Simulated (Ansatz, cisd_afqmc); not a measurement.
Species: CH₂F₂, charge 0, singlet. CH2F2 (SMILES FCF).
B3LYP-D3(BJ)/def2-TZVP minimum from Ansatz (a quantum-chemistry and plane-wave program):
```
C
F 1 1.3618
F 1 1.3618 2 108.56
H 1 1.0913 2 108.69 3 -118.06
H 1 1.0913 4 113.42 3 -121.01
```
Charge 0, spin multiplicity 1.

Total energies in cc-pVDZ, 20 correlated electrons, 3 frozen orbitals. UHF or UKS for unpaired electrons; spin-orbit terms are left out. Correlated methods leave the cores frozen. No relativity. AFQMC/CISD: phaseless, guided by CISD from CCSD amplitudes; bars are statistical, one sigma. Outlying blocks are dropped, and bars are widened where a walk drifts. Over all cases where full CI ran beside it in this data, AFQMC minus full CI had a median of +0.1 mEh and passed +0.4 mEh in a tenth of the cases.

```csv
method,program,energy (Eh),minus CCSDT(Q) (mEh)
HF,Ansatz,-237.91087,540.71
MP2,Ansatz,-238.42217,29.41
CCSD,Ansatz,-238.44028,11.29
CCSD(T),Ansatz,-238.45005,1.53
CCSDT(Q),Ansatz,-238.45157,0.00
AFQMC/CISD,cisd_afqmc,-238.4512 ± 0.0002,0.4 ± 0.2
```

Rough core times of Ansatz's runs on a shared machine: CCSD(T) under 20 s, CCSDT(Q) 2 min.
